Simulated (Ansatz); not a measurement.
**H3NO (hydroxylamine): levels of theory compared**

We compute a comparison of 6 runs (B3LYP/STO-3G, BHLYP/STO-3G, PBE0/STO-3G, MP2/STO-3G, BCCD(T)/STO-3G, UCCSD(T)/STO-3G) of H3NO (hydroxylamine). 

Program for the calculation: Ansatz 0.2.0.

45 further runs of the same task are left out: 2 that didn't finish, 43 set aside as unsound or not needed.

## 1. The structure to begin with

The species is H3NO (5 atoms), meant as a singlet with charge 0. As SMILES, `NO`. The H4–N1 distance was set to 2.032 Å, away from the relaxed value. At this shape a bond of the SMILES string is far longer than usual.

Bond lengths: N1–O2 1.422 Å, N1–H3 1.016 Å, O2–H5 0.960 Å. Angles: N1–O2–H5 102.8°, O2–N1–H3 104.5°.

## 2. The energy at B3LYP/STO-3G (run 1)

molecule.yaml

```yaml
crystal:
  periodic: [false, false, false]
  atoms:
    - symbol: "N"
      position_ang: [0.811397, -0.612737, -0.196132]
    - symbol: O
      position_ang: [1.340977, 0.414593, 0.633098]
    - symbol: H
      position_ang: [0.813827, -1.441467, 0.391808]
    - symbol: H
      position_ang: [-1.141650, -0.109840, -0.446210]
    - symbol: H
      position_ang: [2.081527, 0.743653, 0.117598]
basis:
  gaussian:
    orbitals: STO-3G
total_charge: 0
hamiltonian:
  xc: {name: B3LYP}
accuracy: high
```

Started as:

```
$ ansatz run molecule.yaml --threads 1 --pin off --max-ram 3480MiB --events-out events.jsonl --progress --plain --runs-dir runs
```

Log:

```text
Warning: RAYON_NUM_THREADS=1 ignored (pool sized by the plan → 1); use --threads N
Functional definition: B3LYP
  name "B3LYP"
  parameter a0 = 0.2
  parameter ax = 0.72
  parameter ac = 0.81
  exchange = (1 - a0 - ax)*slater_x + ax*b88_x + a0*exact_x
  correlation = (1 - ac)*vwn_rpa_c + ac*lyp_c
208 factors; integrals over basis functions are off by at most 2.3e-8 eV
mean field evaluation 1: about -3529.8444 eV, gradient 1.1e1 eV
mean field evaluation 2: about -3526.3812 eV, gradient 2.5e1 eV
mean field evaluation 4: about -3530.4194 eV, gradient 3.5e0 eV
mean field evaluation 8: about -3530.4605 eV, gradient 2.2e-1 eV
mean field evaluation 16: about -3530.4607 eV, gradient 7.4e-6 eV
mean field -3530.46072521 eV, -129.7420386193 hartree, gradient 9.3e-8 eV, S^2 0.000000; 0 other end points of the search recorded, 0 dependent functions left out
reference -3530.46075019 eV, -129.7420395373 hartree; 9, 9 occupied and 4, 4 virtual orbitals, 208 factors
Total energy: -3530.46075019 eV, -129.7420395373 hartree
```

Run time: 0.75 s. Hardware: 1 thread of Arm Neoverse V1, shared host.

## 3. A single-point energy at BHLYP/STO-3G (run 2)

in.yaml

```yaml
crystal:
  periodic: [false, false, false]
  atoms:
    - {symbol: "N", position_ang: [0.811397, -0.612737, -0.196132]}
    - {symbol: O, position_ang: [1.340977, 0.414593, 0.633098]}
    - {symbol: H, position_ang: [0.813827, -1.441467, 0.391808]}
    - {symbol: H, position_ang: [-1.141650, -0.109840, -0.446210]}
    - {symbol: H, position_ang: [2.081527, 0.743653, 0.117598]}
basis:
  gaussian:
    orbitals: STO-3G
hamiltonian:
  xc: {name: BHLYP}
accuracy: high
```

Started as:

```
$ ansatz run in.yaml --threads 1 --pin off --max-ram 3480MiB --events-out events.jsonl --progress --plain --runs-dir runs
```

Log:

```text
Warning: RAYON_NUM_THREADS=1 ignored (pool sized by the plan → 1); use --threads N
Functional definition: BHLYP
  name "BHLYP"
  parameter a = 0.5
  exchange = (1 - a)*b88_x + a*exact_x
  correlation = lyp_c
208 factors; integrals over basis functions are off by at most 2.3e-8 eV
mean field evaluation 1: about -3527.5871 eV, gradient 1.0e1 eV
mean field evaluation 2: about -3527.2707 eV, gradient 1.4e1 eV
mean field evaluation 4: about -3528.1097 eV, gradient 6.6e-1 eV
mean field evaluation 8: about -3528.1389 eV, gradient 8.2e-3 eV
mean field evaluation 16: about -3528.1389 eV, gradient 1.7e-6 eV
mean field -3528.13887738 eV, -129.6567122854 hartree, gradient 1.9e-8 eV, S^2 0.000000; 0 other end points of the search recorded, 0 dependent functions left out
reference -3528.13889453 eV, -129.6567129156 hartree; 9, 9 occupied and 4, 4 virtual orbitals, 208 factors
Total energy: -3528.13889453 eV, -129.6567129156 hartree
```

Wall time 0.75 s (1 thread of Arm Neoverse V1, shared host).

Runs 3 to 4 aren't shown in full; the table further down has their settings and results.

## 4. A single-point energy at BCCD(T)/STO-3G (run 5)

in.yaml: that of step 3 with these lines changed.

```diff
@@ -9,6 +9,6 @@
 basis:
-  gaussian:
-    orbitals: STO-3G
-hamiltonian:
-  xc: {name: BHLYP}
+  gaussian: {orbitals: STO-3G}
 accuracy: high
+correlation: {method: bccd_t, frozen_orbitals: {H: 0, "N": 1, O: 1}}
+scf: {omitted_lower_state_checks: [cluster_reference, increment]}
+total_charge: 0
```

Started as:

```
$ ansatz run in.yaml --threads 1 --pin off --max-ram 3480MiB --events-out events.jsonl --progress --plain --runs-dir runs
```

Log:

```text
Warning: RAYON_NUM_THREADS=1 ignored (pool sized by the plan → 1); use --threads N
[... 11 lines left out ...]
2 core orbitals not correlated: weight in the atoms' cores, before any rotation towards them, 1.000 or more for the frozen orbitals, at most 0.000 for the correlated occupied ones
[... 31 lines left out ...]
WARN: these amplitudes may be one of several solutions (largest doubles amplitude 0.52, level shift 6.05 eV)
Total energy: -3516.87787305 eV, -129.2428780092 hartree
Checks for a lower state left out: cluster_reference, increment
```

Wall time 0.14 s (1 thread of Arm Neoverse V1, shared host).

## 5. The energy at UCCSD(T)/STO-3G (run 6)

job.yaml

```yaml
crystal:
  periodic: [false, false, false]
  atoms:
    - {symbol: "N", position_ang: [0.811397, -0.612737, -0.196132]}
    - {symbol: O, position_ang: [1.340977, 0.414593, 0.633098]}
    - {symbol: H, position_ang: [0.813827, -1.441467, 0.391808]}
    - {symbol: H, position_ang: [-1.141650, -0.109840, -0.446210]}
    - {symbol: H, position_ang: [2.081527, 0.743653, 0.117598]}
basis:
  gaussian:
    orbitals: STO-3G
accuracy: high
magnetization:
  spin_polarized: true
correlation:
  method: ccsd_t
  frozen_orbitals: {H: 0, "N": 1, O: 1}
scf:
  omitted_lower_state_checks: [cluster_reference, increment]
```

Started as:

```
$ ansatz run job.yaml --threads 1 --pin off --max-ram 3480MiB --events-out events.jsonl --progress --plain --runs-dir runs
```

Log:

```text
Warning: RAYON_NUM_THREADS=1 ignored (pool sized by the plan → 1); use --threads N
[... 13 lines left out ...]
2 core orbitals not correlated: weight in the atoms' cores, before any rotation towards them, 1.000 or more for the frozen orbitals, at most 0.000 for the correlated occupied ones
[... 41 lines left out ...]
Total energy: -3516.80406792 eV, -129.2401657207 hartree
Checks for a lower state left out: cluster_reference, increment
```

It took 0.22 s on 1 thread of Arm Neoverse V1, shared host.

## 6. All runs side by side

```csv
run,level,frozen core orbitals,energy (Eh),wall time
1,B3LYP/STO-3G,–,-129.742040,0.75 s
2,BHLYP/STO-3G,–,-129.656713,0.75 s
3,PBE0/STO-3G,–,-129.612593,0.69 s
4,MP2/STO-3G,2,-129.162925,0.08 s
5,BCCD(T)/STO-3G,2,-129.242878,0.14 s
6,UCCSD(T)/STO-3G,2,-129.240166,0.22 s
```

## 7. Summary of results

```
                                          quantity          value
                               run 6: total energy  -129.24017 Eh
run 6: correlation energy (2 core orbitals frozen)     -110.1 mEh
                             run 6: (T) correction      -2.94 mEh
          run 6: ⟨S²⟩ of the reference determinant          0.935
                              run 6: T1 diagnostic          0.050
```

Totals of different functionals can't be ranked against each other. In runs 4, 5 the log says that unrestricted orbitals would lower the reference, so the values rest on an unstable closed-shell determinant (other closed-shell runs at this shape may share the fault). In runs 1, 2, 3, 4, 5, 6 the basis is minimal, so the values are rough. In runs 1, 2, 3, 4 a closed-shell determinant meets a far-stretched bond, which it describes badly. Spin contamination of the reference: run 6 ⟨S²⟩ = 0.93. Where it is this large, the reference is a mixture of spin states, and values that rest on it are in doubt. All runs together took 2.6 s, the longest 0.75 s.
